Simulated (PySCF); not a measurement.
Species: C₃H₃FO₂.
InChI=1S/C3H3FO2/c4-2-1-6-3(2)5/h2H,1H2/t2-/m1/s1

Method used: MP2 and CCSD/aug-cc-pVDZ in PySCF, restricted Hartree–Fock reference, 6 core orbitals frozen, non-relativistic, gas phase, PBE0-D3(BJ)/def2-SVP geometry.

E(HF) = -364.53338 Eh.

Q: How large is the problem?

A: 165 basis functions and 46 electrons; 6 orbitals frozen, which leaves o = 17 correlated occupied and v = 142 virtual orbitals. That is o·v = 2414 singles and o·v(o·v + 1)/2 = 2914905 distinct closed-shell doubles amplitudes before symmetry; the costliest CCSD step grows as o²v⁴ = 1.2 × 10^11.

Q: What are the MP2 and CCSD correlation energies?

A: MP2 -0.9917 Eh and CCSD -1.0156 Eh, which gives totals of -365.52510 and -365.54897 Eh. That is 0.813 eV for each correlated electron at CCSD (2666 kJ/mol in all, 0.278 % of the total energy); MP2 gives 97.7 % of the CCSD value.

Q: What is the T1 diagnostic?

A: 0.0162, below the customary warning level of 0.02. It is the norm of the spatial-orbital singles amplitudes over the root of the number of correlated electrons, so the norm is 0.094.

Q: How does correlation change the dipole moment?

A: HF gives 4.32 D and CCSD (unrelaxed density) 3.76 D, a change of -0.56 D.

Connected triples and the basis-set limit are missing.

The job also held the EOM ionisation roots. Hardware: an Arm Neoverse V1 with one thread (shared host). Cost: 9.8 min wall, 3.0 GiB resident at most.
